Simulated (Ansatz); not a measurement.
**Rb (model structure, started from the hcp type, P6₃/mmc, No. 194, 2 atoms in the cell)**

Method: PBEsol (plane waves, PAW; Ansatz, a first-principles code).

Settings: plane-wave cutoff 500 eV, 18×18×10 k mesh (along the axes of the cell as run), Fermi–Dirac smearing 0.1 eV, scalar-relativistic PAW data made under PBE.

Cell (relaxed at this level):

```cif
data_Rb2
_chemical_formula_sum 'Rb2'
_space_group_name_H-M_alt 'P 1'
_space_group_IT_number 1
_cell_length_a 4.98972
_cell_length_b 4.98972
_cell_length_c 8.10127
_cell_angle_alpha 90.000
_cell_angle_beta 90.000
_cell_angle_gamma 120.000
loop_
_space_group_symop_operation_xyz
  'x, y, z'
loop_
_atom_site_label
_atom_site_type_symbol
_atom_site_fract_x
_atom_site_fract_y
_atom_site_fract_z
_atom_site_occupancy
Rb1 Rb 0.33333 0.66667 0.25000 1
Rb2 Rb 0.66667 0.33333 0.75000 1
```

| Item | Value |
|---|---|
| band gap | none |

Note: the relaxation could raise the start's symmetry but not lower it, so the cell can be a saddle point.

Spin–orbit coupling is not included.

The computed numbers hold no vibrational or temperature effects.

Computing time: very roughly 80 core-seconds.

A model structure was made by putting elements into a prototype or built by hand; it is no filed structure, need not be a known phase, and can be a saddle point held by its symmetry.
